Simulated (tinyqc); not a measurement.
Worked calculation: FCI on RHF in the sto-3g basis, frozen core, for HF, spin multiplicity 1. Computed by tinyqc, a small Python program that keeps every step (integrals from PySCF). Settings: charge = 0, multiplicity = 1, basis = sto-3g, method = RHF, frozen orbitals = 1, energy threshold = 1e-10, iteration cap = 59, orthogonalisation = canonical, start = atomic densities, DIIS depth = 6, ci = FCI. Command: `OMP_NUM_THREADS=1 python tinyqc.py 24121 24122 out.jsonl` (the two numbers bound the seeds that draw the settings). One thread of a shared host (Intel(R) Xeon(R) Processor @ 2.60GHz), about 0.1 s of CPU time with the checks. The early iterations of the SCF are left out here.

## One-electron integrals

Geometry (angstrom):
```
atom,x,y,z
F,0.000000,0.000000,0.000000
H,0.000000,0.000000,1.138000
```

Basis sto-3g: exponents (1/bohr^2) and contraction coefficients of normalised primitives:
```
element,l (shell),exponent,coefficient
F,s (1),166.679130,0.154329
F,s (1),30.360812,0.535328
F,s (1),8.216821,0.444635
F,s (2),6.464803,-0.099967
F,s (2),1.502281,0.399513
F,s (2),0.488588,0.700115
F,p (3),6.464803,0.155916
F,p (3),1.502281,0.607684
F,p (3),0.488588,0.391957
H,s (1),3.425251,0.154329
H,s (1),0.623914,0.535328
H,s (1),0.168855,0.444635
```

Overlap, kinetic and nuclear-attraction integrals over the contracted functions; the nuclear repulsion is the sum of Za Zb / Rab.

nuclear repulsion = 4.18505703 hartree

overlap S, lower triangle:
```
,1F 1s,1F 2s,1F 2px,1F 2py,1F 2pz,2H 1s
1F 1s,1.000000
1F 2s,0.237990,1.000000
1F 2px,0.000000,0.000000,1.000000
1F 2py,0.000000,0.000000,0.000000,1.000000
1F 2pz,0.000000,0.000000,0.000000,0.000000,1.000000
2H 1s,0.029151,0.315241,0.000000,0.000000,0.268688,1.000000
```

kinetic energy T (hartree), lower triangle:
```
,1F 1s,1F 2s,1F 2px,1F 2py,1F 2pz,2H 1s
1F 1s,36.984577
1F 2s,-0.212858,1.037995
1F 2px,0.000000,0.000000,3.248015
1F 2py,0.000000,0.000000,0.000000,3.248015
1F 2pz,0.000000,0.000000,0.000000,0.000000,3.248015
2H 1s,-0.007691,0.039581,0.000000,0.000000,0.131512,0.760032
```

nuclear attraction V (hartree), lower triangle:
```
,1F 1s,1F 2s,1F 2px,1F 2py,1F 2pz,2H 1s
1F 1s,-77.474586
1F 2s,-9.287476,-12.005596
1F 2px,0.000000,0.000000,-11.890593
1F 2py,0.000000,0.000000,0.000000,-11.890593
1F 2pz,-0.009777,-0.121089,0.000000,0.000000,-11.957751
2H 1s,-1.166016,-2.758610,0.000000,0.000000,-2.039525,-5.337013
```

core Hamiltonian H = T + V (hartree), lower triangle:
```
,1F 1s,1F 2s,1F 2px,1F 2py,1F 2pz,2H 1s
1F 1s,-40.490009
1F 2s,-9.500333,-10.967601
1F 2px,0.000000,0.000000,-8.642578
1F 2py,0.000000,0.000000,0.000000,-8.642578
1F 2pz,-0.009777,-0.121089,0.000000,0.000000,-8.709737
2H 1s,-1.173707,-2.719029,0.000000,0.000000,-1.908012,-4.576981
```

## Two-electron integrals

Functions are numbered as in S; the eight-fold symmetry (ij|kl) = (ji|kl) = (kl|ij) leaves the list below.

Two-electron integrals (ij|kl) in chemists' order, unique and non-zero (hartree):
```
i,j,k,l,(ij|kl)
1,1,1,1,5.403501
2,1,1,1,0.841920
2,1,2,1,0.156299
2,2,1,1,1.268028
2,2,2,1,0.292344
2,2,2,2,0.926167
3,1,3,1,0.027998
3,2,3,1,0.043169
3,2,3,2,0.204588
3,3,1,1,1.264502
3,3,2,1,0.292403
3,3,2,2,0.925959
3,3,3,3,0.997514
4,1,4,1,0.027998
4,2,4,1,0.043169
4,2,4,2,0.204588
4,3,4,3,0.053770
4,4,1,1,1.264502
4,4,2,1,0.292403
4,4,2,2,0.925959
4,4,3,3,0.889973
4,4,4,4,0.997514
5,1,5,1,0.027998
5,2,5,1,0.043169
5,2,5,2,0.204588
5,3,5,3,0.053770
5,4,5,4,0.053770
5,5,1,1,1.264502
5,5,2,1,0.292403
5,5,2,2,0.925959
5,5,3,3,0.889973
5,5,4,4,0.889973
5,5,5,5,0.997514
6,1,1,1,0.104420
6,1,2,1,0.019233
6,1,2,2,0.035785
6,1,3,3,0.035729
6,1,4,4,0.035729
6,1,5,1,0.000780
6,1,5,2,0.001470
6,1,5,5,0.035901
6,1,6,1,0.002391
6,2,1,1,0.279367
6,2,2,1,0.065337
6,2,2,2,0.232726
6,2,3,3,0.229240
6,2,4,4,0.229240
6,2,5,1,0.004451
6,2,5,2,0.035549
6,2,5,5,0.239467
6,2,6,1,0.008167
6,2,6,2,0.073567
6,3,3,1,0.006658
6,3,3,2,0.040141
6,3,5,3,0.007375
6,3,6,3,0.010626
6,4,4,1,0.006658
6,4,4,2,0.040141
6,4,5,4,0.007375
6,4,6,4,0.010626
6,5,1,1,0.196365
6,5,2,1,0.046494
6,5,2,2,0.177280
6,5,3,3,0.169837
6,5,4,4,0.169837
6,5,5,1,0.009418
6,5,5,2,0.065653
6,5,5,5,0.191964
6,5,6,1,0.006040
6,5,6,2,0.068829
6,5,6,5,0.074581
6,6,1,1,0.456468
6,6,2,1,0.108487
6,6,2,2,0.446613
6,6,3,3,0.432145
6,6,4,4,0.432145
6,6,5,1,0.008728
6,6,5,2,0.099422
6,6,5,5,0.475095
6,6,6,1,0.013626
6,6,6,2,0.186125
6,6,6,5,0.202796
6,6,6,6,0.774606
```

## Orthogonalisation

S = U s U^T; canonical form X = U s^(-1/2), so that X^T S X = 1. Each column of U has its largest component positive (the first on a tie).

eigenvalues of S: 0.554284  0.848089  1.000000  1.000000  1.128815  1.468812

X:
```
,1,2,3,4,5,6
1F 1s,0.375670,0.720787,0.000000,0.000000,-0.567897,0.282372
1F 2s,-0.808923,-0.418110,0.000000,0.000000,-0.342741,0.492616
1F 2px,0.000000,0.000000,0.874106,0.485736,0.000000,0.000000
1F 2py,0.000000,0.000000,-0.485736,0.874106,0.000000,0.000000
1F 2pz,-0.518499,0.606092,0.000000,0.000000,0.602139,0.297692
2H 1s,0.860118,-0.342673,0.000000,0.000000,0.288679,0.519420
```

Within a degenerate level the vectors are fixed only up to a rotation; this is one choice.

## Iteration 7 (converged): orbitals

converged F (hartree), lower triangle:
```
,1F 1s,1F 2s,1F 2px,1F 2py,1F 2pz,2H 1s
1F 1s,-25.910062
1F 2s,-6.624540,-3.022480
1F 2px,0.000000,0.000000,-0.462269
1F 2py,0.000000,0.000000,0.000000,-0.462269
1F 2pz,-0.017624,-0.039724,0.000000,0.000000,-0.250351
2H 1s,-0.827269,-0.774364,0.000000,0.000000,-0.473684,-0.359374
```

Diagonalise F' = X^T F X, C = X C', fill 5 alpha and 5 beta electrons from the bottom; D = 2 C_occ C_occ^T. Each column has its largest component positive (the first on a tie).

F' = X^T F X (hartree), lower triangle:
```
,1,2,3,4,5,6
1,-1.002358
2,-3.610705,-9.742576
3,0.000000,0.000000,-0.462269
4,0.000000,0.000000,0.000000,-0.462269
5,3.040550,9.881399,0.000000,0.000000,-11.122510
6,-1.717255,-6.247518,0.000000,0.000000,7.068536,-5.561534
```

orbital energies (hartree): MO1 -25.919455, MO2 -1.424740, MO3 -0.516446, MO4 -0.462269, MO5 -0.462269, MO6 0.431662

coefficients C:
```
,MO1,MO2,MO3,MO4,MO5,MO6
1F 1s,0.994916,-0.256267,0.059481,0.000000,0.000000,0.061910
1F 2s,0.021014,0.983866,-0.306518,0.000000,0.000000,-0.356268
1F 2px,0.000000,0.000000,0.000000,0.986270,0.165139,0.000000
1F 2py,0.000000,0.000000,0.000000,-0.165139,0.986270,0.000000
1F 2pz,0.001654,0.038302,0.687017,0.000000,0.000000,-0.783529
2H 1s,-0.003711,0.114612,0.579061,0.000000,0.000000,0.928386
```

D after iteration 7, lower triangle:
```
,1F 1s,1F 2s,1F 2px,1F 2py,1F 2pz,2H 1s
1F 1s,2.118138
1F 2s,-0.498914,2.124776
1F 2px,0.000000,0.000000,2.000000
1F 2py,0.000000,0.000000,0.000000,2.000000
1F 2pz,0.065389,-0.345728,0.000000,0.000000,0.946924
2H 1s,0.002760,-0.129616,0.000000,0.000000,0.804416,0.696922
```

Within a degenerate level the vectors are fixed only up to a rotation; this is one choice.

## Convergence

Stop when the energy changes by less than 1e-10 hartree and every element of the error matrix X^T (F D S - S D F) X is below 3e-06.

Course of the cycle:
```
iteration,E (hartree),change,largest element of the error matrix
1,-99.19941614,-,7.15e-01
2,-98.48848646,7.11e-01,2.03e-01
3,-98.54154776,-5.31e-02,2.29e-02
4,-98.54202493,-4.77e-04,3.67e-03
5,-98.54203156,-6.63e-06,4.49e-05
6,-98.54203156,-1.28e-09,4.46e-07
7,-98.54203156,-3.41e-13,2.40e-09
```

PySCF RHF in the same basis = -98.54203156 hartree

Converged in 7 iterations.

## Integrals over molecular orbitals

(pq|rs) = sum C_ip C_jq C_kr C_ls (ij|kl), one index at a time.

one-electron integrals over orbitals h = C^T H C (hartree), lower triangle:
```
,1,2,3,4,5,6
1,-40.472475
2,0.717446,-9.127817
3,-0.157661,0.530866,-7.056461
4,0.000000,0.000000,0.000000,-8.642578
5,0.000000,0.000000,0.000000,0.000000,-8.642578
6,-0.169001,0.909950,2.139810,0.000000,0.000000,-6.047223
```

Two-electron integrals over orbitals (pq|rs), unique and non-zero (hartree); the lowest 1 orbital is frozen and left out:
```
p,q,r,s,(pq|rs)
2,2,2,2,0.865925
3,2,2,2,-0.041374
3,2,3,2,0.143717
3,3,2,2,0.713427
3,3,3,2,-0.023294
3,3,3,3,0.702513
4,2,4,2,0.187054
4,3,4,2,-0.032827
4,3,4,3,0.038766
4,4,2,2,0.889990
4,4,3,2,-0.071709
4,4,3,3,0.701987
4,4,4,4,0.997514
5,2,5,2,0.187054
5,3,5,2,-0.032827
5,3,5,3,0.038766
5,4,5,4,0.053770
5,5,2,2,0.889990
5,5,3,2,-0.071709
5,5,3,3,0.701987
5,5,4,4,0.889973
5,5,5,5,0.997514
6,2,2,2,-0.100010
6,2,3,2,-0.068224
6,2,3,3,-0.025396
6,2,4,4,-0.098280
6,2,5,5,-0.098280
6,2,6,2,0.092378
6,3,2,2,-0.215334
6,3,3,2,0.087515
6,3,3,3,-0.102305
6,3,4,4,-0.230729
6,3,5,5,-0.230729
6,3,6,2,0.043604
6,3,6,3,0.214870
6,4,4,2,-0.032979
6,4,4,3,-0.020261
6,4,6,4,0.029822
6,5,5,2,-0.032979
6,5,5,3,-0.020261
6,5,6,5,0.029822
6,6,2,2,0.652670
6,6,3,2,0.053775
6,6,3,3,0.658118
6,6,4,4,0.633692
6,6,5,5,0.633692
6,6,6,2,-0.058555
6,6,6,3,-0.022379
6,6,6,6,0.689526
```

## FCI: determinants and Hamiltonian

one-electron integrals dressed by the frozen orbital, h + 2 (pq|11) - (p1|1q) (hartree), lower triangle:
```
,2,3,4,5,6
2,-6.759653
3,0.285850,-5.232509
4,0.000000,0.000000,-6.144091
5,0.000000,0.000000,0.000000,-6.144091
6,0.565478,1.347142,0.000000,0.000000,-4.357790
```

energy of the frozen orbital, 2 h_11 + (11|11) = -75.58101927 hartree

Hartree-Fock energy = -98.54203156 hartree

Slater-Condon rules over spin orbitals, with the nuclear repulsion and the energy of the frozen orbital added and E(HF) subtracted on the diagonal. Only determinants linked to the reference directly or through others are kept (one block of an abelian symmetry group), so some states are absent.

Occupation strings over the orbitals (2 doubly, a alpha, b beta, 0 empty; spin orbitals ordered 1a 1b 2a 2b ...): 222220 22a22b 2a222b 22b22a 2b222a 222202 222022 220222 2ab222 2ba222 202222

H - E(HF) between determinants (hartree), lower triangle:
```
,222220,22a22b,2a222b,22b22a,2b222a,222202,222022,220222,2ab222,2ba222,202222
222220,0.000000
22a22b,0.000000,0.504860
2a222b,0.000000,-0.010172,1.296109
22b22a,0.000000,-0.214870,-0.043604,0.504860
2b222a,0.000000,-0.043604,-0.092378,-0.010172,1.296109
222202,0.029822,0.020261,0.032979,-0.020261,-0.032979,0.999779
222022,0.029822,0.020261,0.032979,-0.020261,-0.032979,0.053770,0.999779
220222,0.214870,0.079926,-0.087515,-0.079926,0.087515,0.038766,0.038766,1.085524
2ab222,-0.043604,0.087515,-0.192955,-0.033158,0.068224,0.032827,0.032827,0.087241,1.893134
2ba222,0.043604,-0.033158,0.068224,0.087515,-0.192955,-0.032827,-0.032827,-0.087241,-0.143717,1.893134
202222,0.092378,0.068224,0.041455,-0.068224,-0.041455,0.187054,0.187054,0.143717,0.105321,-0.105321,2.842330
```

## FCI: roots

Diagonalise (each vector has its largest component positive (the first on a tie)); all determinants have Ms = 0, so triplets appear too. The lowest singlet root is the correlation energy.

lowest roots of this matrix, relative to E(HF) (hartree): -0.047310  0.285312  0.675638  0.946009  0.976072  1.119616  1.178448  1.332705

lowest vectors:
```
,root 1,root 2,root 3,root 4
222220,0.980068,0.000000,-0.068201,0.000000
22a22b,0.018469,0.705701,0.678711,0.000000
2a222b,-0.005343,0.038204,-0.080681,0.000000
22b22a,-0.018469,0.705701,-0.678711,0.000000
2b222a,0.005343,0.038204,0.080681,0.000000
222202,-0.018129,0.000000,-0.012409,0.707107
222022,-0.018129,0.000000,-0.012409,-0.707107
220222,-0.189625,0.000000,-0.230203,0.000000
2ab222,0.028403,-0.022945,-0.061448,0.000000
2ba222,-0.028403,-0.022945,0.061448,0.000000
202222,-0.022342,0.000000,-0.013361,0.000000
```

<S^2> of these roots: 0.000000  2.000000  0.000000  0.000000  0.000000  0.000000  2.000000  0.000000

weight of the ground state by excitation level 0, 1, 2, ...: 0.960533  0.000739  0.038728
